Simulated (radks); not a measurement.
# O³⁺ in [He] 2p1 3p2: an all-electron calculation

An exercise on one series of results from a longer session: the logs are not shown, and one member is left open.

The numbers are computed with radks (a radial shooting solver on a logarithmic mesh, Libxc functionals) version 1 (scalar-relativistic Kohn-Sham, PBEsol, spin-unpolarised, spherical densities, point nucleus), except any that are marked as measured or tabulated.

### What is computed

- element: oxygen (Z = 8)
- charge: +3
- electrons: 5
- configuration: [He] 2p1 3p2

Outer shells as boxes (Hund's rule):

O³⁺
```
[He] core
2p [↑ ][  ][  ]
3p [↑ ][↑ ][  ]
```

Set-up of the first run:

Input:

```text
Z 8
configuration [He] 2p1 3p2 2s0 3d0 4p0 4f0
relativity scalar-relativistic
functional pbe_sol,pbe_sol
spin unpolarised
nucleus point
c 137.035999084
```

One table of the session follows, with a row left open; its other results are not shown here.

It belongs to the step «Orbitals and density». Radial moments (bohr):

```
level     <r>  outermost maximum (interpolated)  90 % within  nodes
   1s  0.1987                             0.129        0.356      0
   2s  0.9193                             0.771         1.42      1
   2p  0.8339                             0.650         1.36      0
   3p       ?                                 ?            ?      ?
   3d   2.187                              1.86         3.33      0
   4p   4.869                              4.80         6.91      2
   4f   4.226                              3.65         6.22      0
```

**Question.** Estimate the row for 3p.

As computed: <r>: 2.387; outermost maximum (interpolated): 2.22; 90 % within: 3.52; nodes: 1. In the column «<r>» it lies between 3d (2.187) and 4f (4.226).
